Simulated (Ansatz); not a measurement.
# One elementary step

Start structure (BH5O, closed shell), relaxed at PBE0-D4/def2-TZVP:

B1  (0.219, 0.323, -0.795)
O2  (1.191, -0.601, -0.654)
H3  (-0.730, 0.013, -1.453)
H4  (0.324, 1.405, -0.282)
H5  (-1.419, -0.772, 1.539)
H6  (-1.513, -0.066, 1.762)
H7  (1.929, -0.301, -0.118)
(Å)

The step: BH₃O ([BH2][OH]) + H₂ → BH₃ + H₂O (still joined by a long B–O bond); bonds formed: B1–H6, O2–H5; bonds broken: H5–H6; bonds weakened to dative contacts: B1–O2. Ansatz 0.2.0; basis: def2-TZVPP and def2-QZVPP; cores frozen in the correlated methods. Extrapolation: Hartree–Fock as exp(−7.88 √X), correlation as X^−2.97. Energies below are by CCSD(T) at an estimated basis limit (MP2 extrapolated from triple and quadruple zeta, plus CCSD(T) − MP2 in triple zeta).

What are the electronic barrier and the energy of the step, from the start structure to the end structure? (Judge from chemistry; the value comes from the calculation.)

Computed: Barrier 1.763 eV; step energy 0.701 eV (uphill); reverse barrier, their difference, 1.061 eV. Barrier and step energy count from the start structure, the reverse barrier from the end structure.

The saddle point: One imaginary mode of 1341i cm⁻¹.
| pair | start (Å) | saddle (Å) | end (Å) |
| --- | --- | --- | --- |
| B1–H6 | 3.11 | 1.33 | 1.20 |
| O2–H5 | 3.41 | 1.26 | 0.96 |
| B1–O2 | 1.35 | 1.58 | 1.69 |
| H5–H6 | 0.75 | 1.03 | 2.50 |

Zero-point energy (harmonic, PBE0-D4): ZPE is 1.271 eV at the start and 1.400 eV at the saddle, so the barrier goes from 1.763 to 1.892 eV.

T1 diagnostic: at most 0.015.

Labels in which every atom is bracketed show which atoms are joined, not bond orders.

For scale, one of the runs: CCSD(T)/def2-TZVPP, 132 basis functions, launched by `ansatz run in.yaml --threads 2 --pin off --events-out ev --progress --plain --max-ram 4352MiB`. Hardware: 2 CPU threads of an Arm Neoverse V2, shared host. Wall time 5.5 s; peak host memory 0.68 GiB.
